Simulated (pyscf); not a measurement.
Thermochemistry of product channels of H₃C–Mg–CH₃ on the singlet surface, in kJ/mol, from ωB97M-D3(BJ)/def2-TZVP energies (ideal gas, 1 atm, RRHO with modes under 100 cm⁻¹ raised to 100, one conformer, R ln 2 for chiral ones without a mode under 150 cm⁻¹). PySCF, gas phase, ωB97X-D3(BJ)/def2-SVP geometries.

| products | ΔE | ΔH(298 K) | ΔG(600 K) | ΔG(900 K) |
|---|---|---|---|---|
| :HC–Mg–CH₃ [singlet] + H₂ | +525.5 | +494.9 | +408.2 | +361.8 |
| H₃C–MgH + CH₂ [singlet] | +500.6 | +471.7 | +385.6 | +342.6 |

These are energies of the channels, which say nothing of barriers. :HC–Mg–CH₃ [singlet] is an excited spin state, 122.2 kJ/mol over the triplet at ωB97X-D3(BJ). CH₂ [singlet] is an excited spin state, 37.3 kJ/mol over the triplet at ωB97X-D3(BJ). 2 of the closed-shell references are unstable towards spin polarisation; treat their single-reference values with care.
